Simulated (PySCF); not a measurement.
# C4H5NS: core ionisation energies

Compound: 2-methylthiazole, C4H5NS.
SMILES with atom numbers: `[CH3:1][c:2]1[n:3][cH:4][cH:5][s:6]1`

Theory: PySCF 2.14.0, delta-SCF UKS SCAN, pcX-2 on the ionised atom, pcseg-1 elsewhere, spin-free X2C. These are vertical core ionisation energies against the vacuum level, from separate self-consistent calculations with and without the core hole.

Question: What binding energy does each computed site have?

Answer: 
| atom(s) | bonded to | level | binding energy (eV) | above the level's lowest (eV) | count |
| --- | --- | --- | --- | --- | --- |
| C1 | C and 3 H | C 1s | 291.20 | +0.37 | 1 |
| C2 | N (aromatic in the SMILES), S (aromatic in the SMILES) and C | C 1s | 291.82 | +0.99 | 1 |
| N3 | 2 C (aromatic in the SMILES) | N 1s | 404.57 | 0.00 | 1 |
| C4 | N (aromatic in the SMILES), C (aromatic in the SMILES) and H | C 1s | 291.09 | +0.26 | 1 |
| C5 | S (aromatic in the SMILES), C (aromatic in the SMILES) and H | C 1s | 290.83 | 0.00 | 1 |
| S6 | 2 C (aromatic in the SMILES) | S 1s | 2477.97 | 0.00 | 1 |

Lowest listed C 1s: C5, bonded to S (aromatic in the SMILES), C (aromatic in the SMILES) and H. Highest, 0.99 eV above it: C2, bonded to N (aromatic in the SMILES), S (aromatic in the SMILES) and C. Summing the Pauling electronegativity differences to the bonded atoms, each weighted by its formal bond order, gives -0.30 for the lowest site and +0.78 for the highest; no listed site has a larger sum than the highest. The smallest sum, -1.05, belongs to C1, 0.37 eV above the lowest.

Question: Which photon energy gives electrons from C 1s of C5 a kinetic energy of 150 eV, and what is their de Broglie wavelength?

Answer: hν = 290.83 + 150 = 440.83 eV, recoil neglected; λ = 12.264 Å/√(E/eV) = 1.00 Å.

Question: Which effective nuclear charge Zeff reproduces each element's mean 1s value in the hydrogen-like formula E = 13.606 eV × Zeff²?

Answer: C (Z = 6): mean 291.2 eV, Zeff = 4.63, Z − Zeff = 1.37; N (Z = 7): mean 404.6 eV, Zeff = 5.45, Z − Zeff = 1.55; S (Z = 16): mean 2478.0 eV, Zeff = 13.50, Z − Zeff = 2.50. Means run over the listed sites, weighted by atom count.

Not every level is listed. Geometry: PBE0-D3(BJ)/def2-SVP; no solvent, vibrations or thermal averaging.

The run took 39 s of wall time on an Intel Xeon Platinum 8375C at 2.90 GHz with one thread (shared host), and the process peaked at 0.53 GiB of memory.
